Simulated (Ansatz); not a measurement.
**SiN2H (doublet): the correlation ladder, cc-pVDZ**

The task here is to estimate one member of a computed series from the others.

Program: Ansatz 0.2.0, Gaussian basis. Level of theory: cc-pVDZ, core rule «outside noble gas», up to 7 orbitals frozen. These are calculated values, not measurements.

Plan: UHF; CCSD(T) on ROHF; CCSD(T) on UHF; BCCD(T) on ROHF; CISD as a restricted active space (open shells left free, so some higher excitations enter); CCSDT(Q) on ROHF; CCSDT(Q) on UHF; CASSCF and NEVPT2, 11 electrons in 11 orbitals.

23 further runs of the same task are left out: 4 for a known fault of the program, 6 that didn't finish, 13 set aside as unsound or not needed. Runs told in other sessions of the task aren't counted.

**The geometry**

The geometry is a PBE0/def2-TZVP stationary point (not a proven minimum).

4 atoms, charge 0, spin multiplicity 2.

Atoms are counted from 1 here; the program's logs count them from 0.

Bond lengths: Si1–N2 1.658 Å, Si1–N3 1.658 Å, Si1–H4 1.472 Å, N2–N3 1.546 Å. Angles: N2–Si1–N3 55.6°, N2–Si1–H4 152.2°, N3–Si1–H4 152.2°, Si1–N2–N3 62.2°, Si1–N3–N2 62.2°.

Set-up of the first run:

File in.yaml:

```yaml
crystal:
  periodic: [false, false, false]
  atoms:
    - {symbol: Si, position_ang: [0.000000, 0.000000, 0.693477]}
    - {symbol: N, position_ang: [0.000000, -0.773207, -0.773173]}
    - {symbol: N, position_ang: [0.000000, 0.773207, -0.773173]}
    - {symbol: H, position_ang: [0.000000, 0.000000, 2.165363]}
basis:
  gaussian: {orbitals: cc-pVDZ}
magnetization: {spin_polarized: true, initial_magnetization: 1}
hamiltonian: {xc: hf}
output: {orbitals: {seedname: orbitals}}
```

On the command line:

```
ansatz run in.yaml --threads 1 --pin off --events-out ev --progress --plain --max-ram 2393MiB
```

Among the steps run: UHF; CCSD(T) on ROHF; CCSD(T) on UHF; BCCD(T) on ROHF; CISD as a restricted active space (open shells left free, so some higher excitations enter); CCSDT(Q) on ROHF; CCSDT(Q) on UHF; CASSCF and NEVPT2, 11 electrons in 11 orbitals.

One table of the session follows, with a row left open; its other results are not shown here.

```
        method  from RCCSDT(Q) (meV)
          ROHF                     ?
           UHF              +11978.1
          RMP2                +895.8
          UMP2               +1564.4
          CISD               +2189.3
         RCCSD                +719.3
         UCCSD                +663.1
      RCCSD(T)                 +88.3
      UCCSD(T)                +110.8
       BCCD(T)                 +93.7
        RCCSDT                 +75.8
        UCCSDT                 +65.6
     RCCSDT(Q)                     0
     UCCSDT(Q)                 -11.9
CASSCF valence               +7634.9
NEVPT2 valence               +1330.4
```

**Question.** Estimate the row for ROHF.

**Answer.** from RCCSDT(Q) (meV): +12670.7. In the column «from RCCSDT(Q) (meV)» it is the highest.

The ROHF row is the lowest such solution found; the determinant under the restricted MP2 and coupled-cluster rows lies 0.01 eV higher.

To keep in mind: Warnings: spin contamination; coupled cluster took another determinant than the lowest. Restricted and unrestricted rows rest on different reference determinants; a gap between their highest levels can come from leftover correlation error, from unlike frozen cores or from another state.
